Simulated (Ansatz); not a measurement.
System: 1T (CdI2-type) CdI2. Method: PBE-D3(BJ) (Ansatz, a quantum-chemistry and plane-wave program, plane waves, PAW).

Settings: plane-wave cutoff 500 eV, 12×12×4 k mesh (along the axes of the cell as run), Fermi–Dirac smearing 0.05 eV, scalar-relativistic PAW data made under PBE.

Computed at the level's own relaxed cell.

Predict the equilibrium volume per atom, equilibrium lattice constant a and c axis length.


equilibrium volume per atom: 35.46 Å³/atom
equilibrium lattice constant a: 4.242 Å
c axis length: 6.827 Å

Measured, for comparison: lattice constant a 4.244 Å, lattice parameter c 6.859 Å (temperature not stated, no zero-point or thermal correction; as tabulated in de Haan, NBS Special Publication (1969), 233, by the Crystallography Open …). Computed (rounded) less measured: lattice constant a 0.0 %, lattice parameter c -0.5 %. A static lattice is as a rule a little smaller and stiffer than an uncorrected measurement, which narrows the difference in the lattice parameter c and would widen misses of the other sign.

Spin–orbit coupling is not included.

Computed values are for the static lattice.

It cost roughly 2.1 core-minutes of CPU time.
